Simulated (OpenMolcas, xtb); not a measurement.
# BPH4 (SMILES BP): the vertical energy of the triplet above the singlet, rung by rung

BPH4: 6 atoms, total charge 0, spin state singlet. As SMILES, `BP`. The shape is that of a GFN2-xTB optimisation.

Each level gives the vertical energy of the triplet above the singlet (eV). The values are calculated.

```csv
level,kind,program,value (eV),CPU time (all runs)
GFN2-xTB,semi-empirical,xtb,3.61,under 2 s
GFN0-xTB,semi-empirical,xtb,3.57,under 2 s
GFN1-xTB,semi-empirical,xtb,3.62,under 2 s
HF/STO-3G,Hartree–Fock,OpenMolcas,4.30,3.2 s
"HF/STO-3G, open shells restricted",Hartree–Fock,OpenMolcas,4.40,3.9 s
SVWN5/STO-3G,LDA,OpenMolcas,4.82,9.9 s
PBE/STO-3G,GGA,OpenMolcas,4.64,12 s
r2SCAN/STO-3G,meta-GGA,OpenMolcas,4.51,17 s
B3LYP/STO-3G,global hybrid,OpenMolcas,4.73,14 s
M06-2X/STO-3G,hybrid meta-GGA,OpenMolcas,4.83,17 s
```

The values span 3.57 to 4.83 eV. The xTB rows lack spin polarisation, so open shells miss the exchange term that lowers them. All rows use very small basis sets, so even the best lies far from the true value. Times are those of the runs behind each value, whatever else they computed, on shared processors of several kinds: orders of magnitude only.
